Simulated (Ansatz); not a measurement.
**CH₃Al (singlet): the correlation ladder at distance Al1–H3 = 2.231 Å, cc-pVDZ**

The task here is to estimate one member of a computed series from the others.

The runs use Ansatz 0.2.0, Gaussian basis; cc-pVDZ, core rule «outside noble gas», up to 6 orbitals frozen.

Plan: UHF; CCSD(T) on RHF; CCSD(T) on UHF; BCCD(T) on RHF; CISD; CCSDT(Q) on RHF; CCSDT(Q) on UHF; CASSCF and MRCISD+Q, 2 electrons in 2 orbitals; CASSCF and NEVPT2, 2 electrons in 2 orbitals.

23 further runs of the same task are left out: 2 for a known fault of the program, 16 that didn't finish, 5 set aside as unsound or not needed.

### The system

The geometry derives from a PBE0/def2-TZVP stationary point (not a proven minimum). One bond is set to the value named and the two fragments are kept rigid.

5 atoms, charge 0, spin multiplicity 1.

Atoms are counted from 1 here; the program's logs count them from 0.

Bond lengths: Al1–C2 1.845 Å, Al1–H4 1.583 Å, C2–H5 1.084 Å. Angles: C2–Al1–H4 115.2°, Al1–C2–H5 180.0°.

Coordinates:

```xyz
5
charge 0, multiplicity 1
Al    0.0000   -0.0141    0.5588
C     0.0000   -0.0141   -1.2863
H     0.0000    2.0051    1.5076
H     0.0000   -1.4466    1.2319
H     0.0000   -0.0141   -2.3700
```

Set-up of the first run:

The input, in.yaml:

```yaml
crystal:
  periodic: [false, false, false]
  atoms:
    - {symbol: Al, position_ang: [0.000000, -0.014075, 0.558774]}
    - {symbol: C, position_ang: [0.000000, -0.014075, -1.286273]}
    - {symbol: H, position_ang: [0.000000, 2.005114, 1.507582]}
    - {symbol: H, position_ang: [0.000000, -1.446551, 1.231888]}
    - {symbol: H, position_ang: [0.000000, -0.014075, -2.369962]}
basis:
  gaussian: {orbitals: cc-pVDZ}
magnetization: {spin_polarized: true, initial_magnetization: 0}
hamiltonian: {xc: hf}
output: {orbitals: {seedname: orbitals}}
```

Command:

```console
ansatz run in.yaml --threads 1 --pin off --events-out ev --progress --plain --max-ram 2393MiB
```

Among the steps run: UHF; CCSD(T) on RHF; CCSD(T) on UHF; BCCD(T) on RHF; CISD; CCSDT(Q) on RHF; CCSDT(Q) on UHF; CASSCF and MRCISD+Q, 2 electrons in 2 orbitals; CASSCF and NEVPT2, 2 electrons in 2 orbitals.

One of the session's tables, all rows but one given; the rest of the session is left out.

It belongs to the step «Misses and costs». 

```
       method  from RCCSDT(Q) (meV)
          RHF               +6183.9
          UHF               +5208.2
         RMP2               +1511.1
         UMP2               +1011.7
         CISD                +827.2
        RCCSD                +284.8
        UCCSD                -256.3
     RCCSD(T)                 +92.0
     UCCSD(T)                -473.8
      BCCD(T)                 +89.0
       RCCSDT                 +22.6
       UCCSDT                     ?
    RCCSDT(Q)                     0
    UCCSDT(Q)                -833.6
  CASSCF pair               +5457.1
  NEVPT2 pair               +1303.7
  MRCISD pair                +624.2
MRCISD+Q pair                +111.9
```

Estimate the missing values for UCCSDT.

The run gave: from RCCSDT(Q) (meV): -772.3. In the column «from RCCSDT(Q) (meV)» it lies between UCCSDT(Q) (-833.6) and UCCSD(T) (-473.8).

The program flags UCCSD(T), UCCSDT(Q) as in doubt (see the logs), so those rows may rest on another solution; read them beside their warnings.

Caveats from the session: The determinant is far from a pure spin state, so its energy mixes those of several spin states (harmless only where they are near-degenerate, as at dissociation). The program flags UCCSD(T), UCCSDT(Q) as in doubt, so those rows may rest on another solution; read them beside their warnings. Warnings: restricted reference is unstable; spin contamination; large T1 diagnostic. Restricted and unrestricted rows rest on different reference determinants; where their highest levels disagree by more than a few hundredths of an eV, they describe different states and don't form one ladder.
